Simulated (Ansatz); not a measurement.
Barrier HO + Cl via ClHO, on the benchmark's geometries as Psi4's copy gives them; open shells unrestricted, no zero-point energy, no spin–orbit coupling.
Transition structure (charge 0, multiplicity 3, Z-matrix in Å and degrees):
```
O
H 1 1.2004
Cl 2 1.4706 1 136.51
```

Correlated levels freeze the cores.

The values were computed with Ansatz (a quantum-chemistry and plane-wave program). 

The barrier height is − E(HO) − E(Cl) + E(TS). Total energies (hartree):

```
level                             HO            Cl            TS
-----------------------  -----------  ------------  ------------
HF/aug-cc-pV(T+d)Z       -75.4216713  -459.4860891  -534.8694102
CCSD(T)/aug-cc-pV(T+d)Z  -75.6455688  -459.6778579  -535.3070952
HF/aug-cc-pV(Q+d)Z       -75.4266672  -459.4892421  -534.8772702
CCSD(T)/aug-cc-pV(Q+d)Z  -75.6644924  -459.6958912  -535.3439995
```

Work out the barrier height at the basis-set limit: extrapolate the CCSD(T) correlation part as X⁻³, take Hartree–Fock from the larger set.


1. Differences (1 hartree = 627.509 kcal/mol): HF/aug-cc-pV(T+d)Z 24.065; CCSD(T)/aug-cc-pV(T+d)Z 10.248; HF/aug-cc-pV(Q+d)Z 24.246; CCSD(T)/aug-cc-pV(Q+d)Z 10.281.
2. Correlation parts, CCSD(T) less HF: -13.817 in aug-cc-pV(T+d)Z (X = 3), -13.965 in aug-cc-pV(Q+d)Z (X = 4).
3. Limit (4³·(-13.965) − 3³·(-13.817))/(4³ − 3³) = -14.073; with HF/aug-cc-pV(Q+d)Z it gives 10.173.
Result: 10.17 kcal/mol, against 10.25 at CCSD(T)/aug-cc-pV(T+d)Z. It is an estimate of this method's limit, not of the exact value.
